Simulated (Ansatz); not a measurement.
**AlC, doublet in cc-pVDZ: errors against full CI**

Geometry: a PBE0/def2-TZVP stationary point for this spin.

```xyz
2

Al    0.0000    0.0000    0.0000
C     0.0000    0.0000    1.9559
```

Basis cc-pVDZ; Ansatz 0.2.0. Correlated methods freeze the noble-gas cores, which leaves 7 electrons in 26 orbitals. R marks a restricted (for open shells ROHF) determinant, U an unrestricted one. Active spaces: pair = (3e, 3o) about the gap; valence = (7e, 8o) chosen from the atoms' valence shells.

Full CI is exact within this basis and frozen core; it isn't the basis-set limit. The frozen core follows each run's orbitals, which can shift R against U totals by a few meV.

HF rows: UHF is the lowest solution found. Coupled cluster chose its determinant by a search with trial CCSD, here up to 0.76 eV above the lowest Hartree–Fock solution of its kind, and MP2 stands on that determinant too.

The determinant under UMP2, UCCSD, UCCSD(T), UCCSDT, UCCSDT(Q) fills its π shells in a way that full CI's natural occupations don't show, so these levels stand on another configuration than full CI's state and aren't compared.

```
UHF ⟨S²⟩                            : 1.959
⟨S²⟩ of the determinant under UCCSD : 1.784
T1 diagnostic (RCCSD)               : 0.1020
largest doubles amplitude (RCCSD)   : 0.175
T1 diagnostic (UCCSD)               : 0.0365
```

| level | E − E(full CI) (kcal/mol) | share of correlation (%) | wall time |
| --- | --- | --- | --- |
| UHF† | 82.59 | – | 1.1 s |
| UMP2† | 22.40 | – | – |
| RCCSD | 12.04 | 90.91 | – |
| UCCSD*† | -4.84 | – | – |
| RCCSD(T) | 2.53 | 98.09 | 3.3 s |
| UCCSD(T)*† | -12.35 | – | 7.5 s |
| BCCD(T)* | 3.67 | 97.23 | 3.6 s |
| RCCSDT | 1.31 | 99.01 | – |
| UCCSDT*† | -23.18 | – | – |
| RCCSDT(Q) | -0.21 | 100.16 | 9.5 s |
| UCCSDT(Q)*† | -28.07 | – | 25 s |
| CASSCF (valence space) | 56.03 | 57.71 | – |
| NEVPT2 (valence space) | 13.63 | 89.71 | 3.3 s |
| MRCISD (valence space) | 3.79 | 97.14 | – |
| MRCISD+Q (valence space) | 1.04 | 99.21 | 4.2 s |

An asterisk marks runs whose energy the program itself flagged as in doubt. A dagger marks rows that describe another state than the reference (another or a broken symmetry, a higher spin or other natural occupations), so the difference holds a gap between states beside the method's error.

The correlation energy at full CI, counted from the determinant under the R cluster runs, is -5.746 eV. That run took 8.9 min on 1 thread of Arm Neoverse V1, shared host over 9,717,824 determinants.

Run but not shown, since their state, orbitals or frozen core can't be matched to the reference's or they repeat it: RHF, RMP2, CISD, CASSCF (pair space), NEVPT2 (pair space), MRCISD (pair space), MRCISD+Q (pair space).

Times hold each run's SCF and search for its determinant on a shared host, so for small cases they say little of a method's own cost; they ran on 1 thread of Arm Neoverse V1.

More than 5 meV below full CI, which no variational method can be: RCCSDT(Q).

Unrestricted levels hold only the spin's projection, and here they fall towards a lower state of higher spin.

The full-CI state has the irrep B2 of C2v, in the program's axes (one component, if the state is degenerate).

Natural occupations of full CI about the gap: 1.948 1.758 1.686 0.966 0.317 0.172 0.051 0.024 0.010 0.009; effectively unpaired electrons, Σ n²(2−n)², 1.87. No single determinant describes this state well, so single-reference rows can miss without a flag.
